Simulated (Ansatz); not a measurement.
**BH₃O (triplet): the correlation ladder at distance B1–H4 along a hydrogen transfer = 1.110 Å, cc-pVDZ**

One table from this session's results is given with a row withheld; the runs are named, their logs left out.

Computed with Ansatz 0.2.0, Gaussian basis. Level: cc-pVDZ, core rule «outside noble gas», up to 2 orbitals frozen.

To be run: UHF; CCSD(T) on ROHF; CCSD(T) on UHF; BCCD(T) on ROHF; CISD; CCSDT(Q) on ROHF; CCSDT(Q) on UHF; CASSCF and MRCISD+Q, 4 electrons in 4 orbitals; CASSCF and NEVPT2, 4 electrons in 4 orbitals.

17 further runs of the same task are left out: 8 for a known fault of the program, 1 for a mislabelled method, 8 that didn't finish.

### The system

The geometry derives from fragments relaxed apart (PBE0/def2-TZVP) and kept rigid, so it is no stationary point. A hydrogen atom is moved between rigid fragments.

5 atoms, charge 0, spin multiplicity 3.

Atoms are counted from 1 here; the program's logs count them from 0.

Bond lengths: B1–H2 1.193 Å, B1–H3 1.193 Å, B1–H4 1.110 Å. Angles: H2–B1–H3 120.0°, H2–B1–H4 120.0°, H3–B1–H4 120.0°.

The first run:

in.yaml reads:

```yaml
crystal:
  periodic: [false, false, false]
  atoms:
    - {symbol: B, position_ang: [-1.492856, 0.000000, 0.000000]}
    - {symbol: H, position_ang: [-2.089589, 1.033571, 0.000000]}
    - {symbol: H, position_ang: [-2.089589, -1.033571, 0.000000]}
    - {symbol: H, position_ang: [-0.382856, 0.000000, 0.000000]}
    - {symbol: O, position_ang: [1.296144, 0.000000, 0.000000]}
basis:
  gaussian: {orbitals: cc-pVDZ}
magnetization: {spin_polarized: true, initial_magnetization: 2}
hamiltonian: {xc: hf}
output: {orbitals: {seedname: orbitals}}
```

Run with:

```sh
ansatz run in.yaml --threads 1 --pin off --events-out ev --progress --plain --max-ram 2393MiB
```

Steps of the session up to this table: UHF; CCSD(T) on ROHF; CCSD(T) on UHF; BCCD(T) on ROHF; CISD; CCSDT(Q) on ROHF; CCSDT(Q) on UHF; CASSCF and MRCISD+Q, 4 electrons in 4 orbitals; CASSCF and NEVPT2, 4 electrons in 4 orbitals.

One of the session's tables, all rows but one given; the rest of the session is left out.

```
       method  from UCCSDT(Q) (meV)
         ROHF               +6730.4
          UHF               +6580.8
         RMP2               +1172.3
         UMP2               +1166.3
         CISD                     ?
        RCCSD                 +97.3
        UCCSD                 +94.8
     RCCSD(T)                 +20.5
     UCCSD(T)                 +19.0
      BCCD(T)                 +20.9
       RCCSDT                  +5.0
       UCCSDT                  +3.6
    RCCSDT(Q)                  +1.5
    UCCSDT(Q)                     0
  CASSCF pair               +6373.1
  NEVPT2 pair               +1178.0
  MRCISD pair                +455.4
MRCISD+Q pair                 +10.7
```

Estimate the missing values for CISD.

The run gave: from UCCSDT(Q) (meV): +499.5. In the column «from UCCSDT(Q) (meV)» it lies between MRCISD pair (+455.4) and UMP2 (+1166.3).

Among the levels timed on like hardware and quicker than the yardstick, those that no quicker one beats, quickest first: NEVPT2 pair (2.9 s, +1178.0 meV); MRCISD+Q pair (3.3 s, +10.7 meV).

To keep in mind: Of the multireference levels listed MRCISD+Q pair comes nearest in total energy (+10.7 meV), which doesn't show that its space is the better one. Restricted and unrestricted rows rest on different reference determinants; where their highest levels disagree by more than a few hundredths of an eV, they describe different states and don't form one ladder.
